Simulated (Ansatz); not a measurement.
Basis-set series for C4H8F2 (`CC(F)CCF`). Total charge 0; spin multiplicity 1. The geometry is a stationary point of PBE0-D4/def2-TZVP. It is one conformer, not always the lowest.

```csv
functional,basis,functions,energy (Eh),HOMO (eV),LUMO (eV)
PBE0-D4,def2-TZVPP,298,-356.70085,-9.10,1.28
PBE0-D4,def2-QZVPP,582,-356.72007,-9.14,0.80
ωB97M-V,def2-TZVPP,298,-356.94148,-11.48,2.70
ωB97M-V,def2-QZVPP,582,-356.96016,-11.52,1.94
```

(1) Give the rows for def2-SVP. (Best estimate.)

Answers

(1) Ansatz gave: 
```json
{"functional": "PBE0-D4", "basis": "def2-SVP", "functions": "124", "energy (Eh)": "-356.28342", "HOMO (eV)": "-8.98", "LUMO (eV)": "1.88"}
{"functional": "ωB97M-V", "basis": "def2-SVP", "functions": "124", "energy (Eh)": "-356.50830", "HOMO (eV)": "-11.35", "LUMO (eV)": "3.52"}
```

Positive LUMOs are unbound and depend on the basis.
